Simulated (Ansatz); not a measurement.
Input file:

```yaml
crystal:
  periodic: [false, false, false]
  atoms:
    - {symbol: In, position_ang: [0.000000, 0.040268, -0.090914]}
    - {symbol: H, position_ang: [0.000000, -4.081011, -0.653958]}
    - {symbol: H, position_ang: [0.909064, -0.253043, 5.505156]}
    - {symbol: H, position_ang: [-0.909064, -0.253043, 5.505156]}
basis:
  gaussian: {orbitals: def2-SVP}
magnetization: {spin_polarized: false, initial_magnetization: 2}
correlation: {method: fic_mrcisd_q, electrons: outside_noble_gas, active_space: {window: {electrons: 4, orbitals: 4}}}
```

```sh
$ ansatz run in.yaml --threads 1 --pin off --events-out ev --progress --plain --max-ram 2393MiB
```

Output:

```
495 factors; integrals over basis functions are off by at most 2.2e-3 eV
mean field evaluation 1: about -5185.2352 eV, gradient 8.1e0 eV
mean field evaluation 2: about -5185.2645 eV, gradient 8.1e0 eV
mean field evaluation 4: about -5187.6546 eV, gradient 5.2e0 eV
mean field evaluation 8: about -5187.8639 eV, gradient 5.2e-1 eV
mean field evaluation 16: about -5187.6727 eV, gradient 3.0e0 eV
mean field evaluation 32: about -5187.8294 eV, gradient 1.6e-1 eV
mean field evaluation 64: about -5187.6727 eV, gradient 3.0e0 eV
mean field evaluation 96: about -5187.8550 eV, gradient 9.4e-1 eV
mean field evaluation 128: about -5187.4296 eV, gradient 5.1e0 eV
mean field evaluation 160: about -5187.8720 eV, gradient 5.5e-4 eV
mean field -5187.88561970 eV, -190.6512800489 hartree, gradient 7.0e-6 eV, S^2 2.000000; 13 other end points of the search recorded, 0 dependent functions left out
reference -5187.88561970 eV, -190.6512800489 hartree; 13, 11 occupied and 28, 30 virtual orbitals, 495 factors
state -5190.02561657 eV, -190.7299234832 hartree
contracted CI cycle   1: correlation 0.00000000 eV, 0.0000000000 hartree, residual 5.40e0 eV
contracted CI cycle   2: correlation -1.10516642 eV, -0.0406141168 hartree, residual 9.76e-1 eV
contracted CI cycle   3: correlation -1.14079072 eV, -0.0419232856 hartree, residual 2.86e-1 eV
contracted CI cycle   4: correlation -1.14219733 eV, -0.0419749778 hartree, residual 7.54e-2 eV
contracted CI cycle   5: correlation -1.14231962 eV, -0.0419794716 hartree, residual 2.67e-2 eV
contracted CI cycle   6: correlation -1.14232601 eV, -0.0419797067 hartree, residual 4.70e-3 eV
contracted CI cycle   7: correlation -1.14232636 eV, -0.0419797196 hartree, residual 9.30e-4 eV
state -5190.02561657 eV, -190.7299234832 hartree; corrected -5191.23229159 eV, -190.7742679722 hartree
Total energy: -5191.23229159 eV, -190.7742679722 hartree
```

For the same geometry and basis full CI lies 39.1 meV higher.

Ran on 1 thread of Arm Neoverse V2, shared host: 1.9 s wall, 0.17 GiB peak host memory.
